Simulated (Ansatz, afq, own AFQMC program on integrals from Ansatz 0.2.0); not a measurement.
C₂H₅AlBr, doublet: AFQMC among the cluster methods

```xyz
9

C    -0.9919   -0.0408   -1.1462
C     0.0277   -0.8457   -0.3452
Al    1.3830    0.2043    0.6605
Br    1.7688    2.3548   -0.0333
H    -0.5064    0.6412   -1.8608
H    -1.6634   -0.6997   -1.7222
H    -1.6286    0.5795   -0.4961
H     0.6240   -1.5043   -1.0064
H    -0.4622   -1.5278    0.3722
```

Basis def2-SVP. Noble-gas cores (and the filled d shells of Ga–Kr and In–Xe) are frozen. AFQMC by an in-house program on the Cholesky factors that Ansatz 0.2.0 writes for its CCSD(T) run. ph-AFQMC/CISD is guided by a CISD state made of CCSD amplitudes; releasing the constraint for a short imaginary time cuts its bias at the price of noise, slowly where states lie close. Uncertainties: one standard error, sampling alone. No spin–orbit coupling.

Determinant: UHF, the one that the program's search chose, which needn't be the lowest solution. The geometry is a PBE0/def2-SVP stationary point of this or a neighbouring charge and spin state.

No full CI on the walks' own integrals is used here. The released AFQMC energy serves as the reference, which it does only where one determinant dominates, the energy is flat over the last release times and near the phaseless one (40 meV or 2 meV an electron, half that with transition metals). On small molecules, where full CI could be run and the noise was under 10 meV, such values lay within 10 meV of it in 19 cases of 20, a flattering rate, since the rule was set on those same cases; what remains of the bias isn't in the error bar.

Cautions: no relativity below Rb; no spin-orbit coupling; inner d shell frozen; the released value is read at 0.90 1/Eh (meV from the phaseless value at times in 1/Eh: 2 ± 7 at 0.21, -3 ± 8 at 0.42, -15 ± 8 at 0.63, -4 ± 9 at 0.90).

The T1 diagnostic is 0.0121 and the weight of the determinant in the CISD state is 0.815. The ⟨S²⟩ of the determinant is 0.756. The size of the correlated space is 23 electrons in 82 orbitals.

```
  level  correlation energy (eV)
    MP2                 -12.2860
   CCSD                 -13.5414
CCSD(T)                 -13.9293
```

Estimate where phaseless AFQMC with a CISD trial lies against CCSD(T) on the same integrals.

0.87 ± 0.15 kcal/mol below CCSD(T).

Reference: AFQMC with the constraint released, correlation energy -13.971 ± 0.009 eV.

```
        level  E − E(reference) (kcal/mol)  share of correlation (%)
      CCSD(T)                  0.97 ± 0.22                     99.70
ph-AFQMC/CISD                  0.10 ± 0.26                     99.97
```

Released energies are given only where the last usable release times agree within the noise; a slower fall can still hide under it.
